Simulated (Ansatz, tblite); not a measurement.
# The cluster SiS2−: one state, many levels

The task here is to estimate one member of a computed series from the others.

Computed with Ansatz 0.2.0, Gaussian basis. Level: as each input shows.

Levels to be run: GFN1-xTB, GFN2-xTB, PBE-D4/def2-TZVPD, r2SCAN-D4/def2-TZVPD, r2SCAN0-D4/def2-TZVPD, ωB97M-V/def2-TZVPD, LC-ωPBE/def2-TZVPD, CAM-B3LYP-D4/def2-TZVPD, ωB97X-V/def2-TZVPD, PBE+5HF/def2-TZVPD, PBE+10HF/def2-TZVPD, PBE+15HF/def2-TZVPD, PBE+35HF/def2-TZVPD, PBE+50HF/def2-TZVPD, PBE-D4/def2-SVPD, PBE0-D4/def2-SVPD, HF/STO-3G, CCSD(T)/def2-TZVPPD, MP2/def2-TZVPD, RPA/def2-TZVPD.

## The structure

The geometry is that of the doublet, from an earlier relaxation (PBE-D4/def2-TZVPD). At that level it is the lowest of the isomers that a small search found.

3 atoms, charge -1, spin multiplicity 2.

Bond lengths: Si1–S2 2.030 Å, Si1–S3 2.030 Å. Angles: S2–Si1–S3 133.6°.

The ion is computed in the gas phase, without counter-ions or solvent.

PBE0-D4/def2-TZVPD was run before; its log isn't repeated, and its numbers join the tables.

The first run:

Tight binding, by tblite at 300 K electronic temperature and without a spin-polarisation term:

```python
tblite.interface.Calculator('GFN1-xTB', numbers, positions, charge=-1, uhf=1).singlepoint()
```

Tight binding, by tblite at 300 K electronic temperature and without a spin-polarisation term:

```python
tblite.interface.Calculator('GFN2-xTB', numbers, positions, charge=-1, uhf=1).singlepoint()
```

start.molden holds the orbitals of an earlier run on this state, given as this run's starting guess.

File in.yaml:

```yaml
crystal:
  periodic: [false, false, false]
  atoms:
    - {symbol: Si, position_ang: [0.423372, 0.190096, -0.261797]}
    - {symbol: S, position_ang: [0.175677, 1.026554, 1.571755]}
    - {symbol: S, position_ang: [-0.599039, -1.216660, -1.309958]}
basis:
  gaussian: {orbitals: def2-TZVPD, initial_orbitals: start.molden}
total_charge: -1
magnetization: {spin_polarized: true, initial_magnetization: 1}
hamiltonian: {xc: pbe, dispersion: d4}
scf: {omitted_lower_state_checks: [starts]}
output: {orbitals: {seedname: orbitals}}
```

Run with:

```bash
$ ansatz run in.yaml --threads 4 --pin off --events-out ev --progress --plain --max-ram 3916MiB
```

Among the steps run: PBE-D4/def2-TZVPD; r2SCAN-D4/def2-TZVPD; r2SCAN0-D4/def2-TZVPD; ωB97M-V/def2-TZVPD; LC-ωPBE/def2-TZVPD; CAM-B3LYP-D4/def2-TZVPD; ωB97X-V/def2-TZVPD; PBE+5HF/def2-TZVPD; PBE+10HF/def2-TZVPD; PBE+15HF/def2-TZVPD; PBE+35HF/def2-TZVPD; PBE+50HF/def2-TZVPD; PBE-D4/def2-SVPD; PBE0-D4/def2-SVPD; HF/STO-3G; CCSD(T)/def2-TZVPPD; MP2/def2-TZVPD; RPA/def2-TZVPD.

One table of the session follows, with a row left open; its other results are not shown here.

| level | LUMO (eV) | gap (eV) |
| --- | --- | --- |
| HF/STO-3G | 12.37 | 9.53 |
| PBE-D4/def2-SVPD | 0.96 | 0.98 |
| PBE-D4/def2-TZVPD | 0.97 | 0.96 |
| r2SCAN-D4/def2-TZVPD | 1.33 | 1.59 |
| PBE0-D4/def2-SVPD | 1.73 | 2.79 |
| PBE0-D4/def2-TZVPD | 1.75 | 2.77 |
| r2SCAN0-D4/def2-TZVPD | 2.01 | 3.26 |
| CAM-B3LYP-D4/def2-TZVPD | 2.55 | 4.74 |
| LC-ωPBE/def2-TZVPD | 3.67 | 7.17 |
| ωB97X-V/def2-TZVPD | 3.38 | 6.46 |
| ωB97M-V/def2-TZVPD | 3.05 | 5.83 |
| PBE+5HF/def2-TZVPD | 1.13 | 1.32 |
| PBE+10HF/def2-TZVPD | 1.28 | 1.68 |
| PBE+15HF/def2-TZVPD | ? | ? |
| PBE+35HF/def2-TZVPD | 2.06 | 3.51 |
| PBE+50HF/def2-TZVPD | 2.51 | 4.61 |

Q: Estimate the row for PBE+15HF/def2-TZVPD from the others.

**Answer.** LUMO (eV): 1.44; gap (eV): 2.04. In the column «LUMO (eV)» it lies between r2SCAN-D4/def2-TZVPD (1.33) and PBE0-D4/def2-SVPD (1.73).

Caveats from the session: Over the named functionals in def2-TZVPD spin contamination reaches 0.01 (LC-ωPBE), which is small.
